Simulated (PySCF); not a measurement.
Computed with PySCF and rigid-rotor harmonic-oscillator thermochemistry at 1 bar. The comparison is the NASA 1993 polynomial table, which mixes measured and estimated data. S°(298 K) at PBE0/def2-TZVP differs from the NASA 1993 table for B₂O (+19 J/mol/K); whether the harmonic model or the table's entry is off was not settled. All species are closed-shell singlets. The harmonic model lacks anharmonicity and excited electronic states, which grow with temperature; levels with a mode under 35 cm⁻¹ are left out. Strong static correlation: B₂O. Soft modes under 120 cm⁻¹ make the harmonic entropy rough for B₂O. The table's entry may be an old estimate for B₂O (not checked at source).

Harmonic frequencies at PBE0/def2-TZVP (cm⁻¹): 55, 55, 1071, 1492. Point group D∞h; S°(298 K) = 246.7 J/mol/K at this level.

**Question.** Work out Cp and S° of gaseous B₂O at 500, 800, 1200, 1600, 2000 K from these, and set them beside the table.

**Answer.** 
```
T (K)  Cp PBE0/def2-TZVP  Cp table  S° PBE0/def2-TZVP  S° table
-----  -----------------  --------  -----------------  --------
500                 51.8      44.2              272.2     249.0
800                 56.6      50.1              297.7     271.2
1200                59.4      53.7              321.3     292.3
1600                60.6      55.5              338.6     308.0
2000                61.2      56.6              352.2     320.5
```
Units J/mol/K.
